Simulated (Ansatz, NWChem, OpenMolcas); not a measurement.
## How basis sets differ on P2 (SMILES P#P)

The species is P2 (2 atoms), meant as a singlet with charge 0. As SMILES, `P#P`. The bond length is the measured one.

```xyz
2

P     0.0000    0.0000    0.0000
P     0.0000    0.0000    1.8934
```

Quantity: the vertical ionisation energy, in eV. The values are calculated.

**Question.** The value from experiment is 10.62 eV (NIST CCCBDB). From what is known of these methods, estimate their order from the nearest to it to the farthest.
A. HF/3-21G (Ansatz)
B. HF/def2-TZVPD (NWChem)
C. HF/def2-TZVPPD (OpenMolcas)
D. HF/STO-3G (Ansatz)
E. HF/def2-SVP (NWChem)

**Answer.** E (10.18 eV, -0.44), B (10.08 eV, -0.54), A (9.58 eV, -1.04), C (9.19 eV, -1.43), D (5.03 eV, -5.59).
